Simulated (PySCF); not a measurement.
**Which basis set comes closest?**

Molecule: `CP(C)(C)=S`, C₃H₉PS.

Atoms are numbered as in `[CH3:1][P:2]([CH3:3])([CH3:4])=[S:5]`. Each H is labelled by its parent atom.

Geometry PBE0-D3(BJ)/def2-SVP throughout; GIAO in PySCF, gas phase, one conformer, non-relativistic; equivalent atoms averaged; functional PBE0.

Reference values (measured; solution, CHCl3; Yu. Yu. Rusakov, I. L. Rusakova, Phys. Chem. Chem. Phys. 2023, supporting information (pecS-n basis sets for 31P)): δ(P2) = 30.6 ppm vs 85 % H3PO4. Computed shifts are taken against H3PO4, calculated as an isolated molecule at each level.

How do the basis sets pcSseg-0, cc-pVDZ, aug-cc-pVDZ, IGLO-III, cc-pVTZ, pcSseg-2 perform against the reference? Times are CPU seconds on 1 thread of an Arm Neoverse V1, shared host.

## Answers


```tsv
basis set	functions	P2	abs. error P	core-s
pcSseg-0	71	-81.7	112.3	5.9
cc-pVDZ	123	17.1	13.5	12
aug-cc-pVDZ	204	-4.5	35.1	24
IGLO-III	283	12.1	18.5	37
cc-pVTZ	284	-4.9	35.5	40
pcSseg-2	320	9.3	21.3	51
```

For ³¹P the closest is cc-pVDZ (13.5 ppm) and the furthest pcSseg-0 (112.3 ppm). Where a smaller basis beats a larger one, errors probably cancel; the largest sets show where the functional converges. One molecule is a small sample, and vibrational and solvent effects are absent from the calculation.

A small basis that lands close on one nucleus may do so by chance; judge by the trend and by all nuclei.
